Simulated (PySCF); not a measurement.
Species: C4H3O2 (charge -1).
SMILES with atom numbers: `[CH:1]#[C:2][CH2:3][C:4](=[O:5])[O-:6]` (hydrogens: H7 on C1; H8, H9 on C3)

The same species was optimised twice, with GFN2-xTB and with PBE0-D3(BJ)/def2-SVP (PySCF), and the same property calculations (PySCF, gas phase) were run on both structures.

```json
{"coordinate": "C2–C3 (Å)", "GFN2-xTB": "1.429", "PBE0-D3(BJ)/def2-SVP": "1.446", "change": "+0.017"}
{"coordinate": "C1≡C2 (Å)", "GFN2-xTB": "1.202", "PBE0-D3(BJ)/def2-SVP": "1.217", "change": "+0.015"}
{"coordinate": "C3–C4 (Å)", "GFN2-xTB": "1.629", "PBE0-D3(BJ)/def2-SVP": "1.615", "change": "-0.014"}
{"coordinate": "C4–O6 (Å)", "GFN2-xTB": "1.231", "PBE0-D3(BJ)/def2-SVP": "1.237", "change": "+0.006"}
{"coordinate": "C4=O5 (Å)", "GFN2-xTB": "1.231", "PBE0-D3(BJ)/def2-SVP": "1.237", "change": "+0.006"}
{"coordinate": "C2–C3–C4 (°)", "GFN2-xTB": "110.1", "PBE0-D3(BJ)/def2-SVP": "113.1", "change": "+3.0"}
{"coordinate": "O5–C4–O6 (°)", "GFN2-xTB": "131.0", "PBE0-D3(BJ)/def2-SVP": "132.2", "change": "+1.2"}
{"coordinate": "C1–C2–C3 (°)", "GFN2-xTB": "178.5", "PBE0-D3(BJ)/def2-SVP": "179.3", "change": "+0.8"}
{"coordinate": "C3–C4–O6 (°)", "GFN2-xTB": "114.5", "PBE0-D3(BJ)/def2-SVP": "113.9", "change": "-0.6"}
{"coordinate": "C3–C4–O5 (°)", "GFN2-xTB": "114.5", "PBE0-D3(BJ)/def2-SVP": "113.9", "change": "-0.6"}
{"coordinate": "C2–C3–C4–O5 (°)", "GFN2-xTB": "91", "PBE0-D3(BJ)/def2-SVP": "92", "change": "+1"}
```

Rotational constants: A = 7709, B = 2361, C = 2179 MHz (GFN2-xTB) against A = 7802, B = 2296, C = 2101 MHz (PBE0-D3(BJ)/def2-SVP). Atoms that the bonding makes alike are paired by their places after alignment.

On the GFN2-xTB structure: HOMO (eV) -1.32 [PBE0/pcSseg-1]; LUMO (eV) 5.36 [PBE0/pcSseg-1]; GIAO shielding of C1 (ppm) 121.6 [PBE0/pcSseg-1]; GIAO shielding of C2 (ppm) 87.9 [PBE0/pcSseg-1]; GIAO shielding of C3 (ppm) 150.8 [PBE0/pcSseg-1]; GIAO shielding of C4 (ppm) 23.6 [PBE0/pcSseg-1]; GIAO shielding of O5/O6 (mean) (ppm) -13.4 [PBE0/pcSseg-1].

Question: What do these properties become on the PBE0-D3(BJ)/def2-SVP structure?

Answer: 
```
                                    property          level  on GFN2-xTB  on PBE0-D3(BJ)/def2-SVP  change
                                   HOMO (eV)  PBE0/pcSseg-1        -1.32                    -1.35   -0.03
                                   LUMO (eV)  PBE0/pcSseg-1         5.36                     5.20   -0.16
energy, GFN2-xTB geometry as zero (kcal/mol)  PBE0/pcSseg-1          0.0                     -0.6    -0.6
                  GIAO shielding of C1 (ppm)  PBE0/pcSseg-1        121.6                    119.4    -2.2
                  GIAO shielding of C2 (ppm)  PBE0/pcSseg-1         87.9                     86.5    -1.4
                  GIAO shielding of C3 (ppm)  PBE0/pcSseg-1        150.8                    149.4    -1.4
                  GIAO shielding of C4 (ppm)  PBE0/pcSseg-1         23.6                     22.3    -1.3
        GIAO shielding of O5/O6 (mean) (ppm)  PBE0/pcSseg-1        -13.4                    -21.5    -8.1
```

The heavy atoms differ by 0.041 Å rms after alignment (one structure mirrored). Among bonds between heavy atoms C2–C3 changes most (+0.017 Å). Changes are differences of the printed values. Neither structure is proved a minimum here. Geometry: PBE0-D3(BJ)/def2-SVP, one conformer, isolated ion.

Shape of the structure used: `[CH:1]#[C:2][CH2:3][C:4](=[O:5])[O-:6]`: C2–C3–C4–O5 92°.
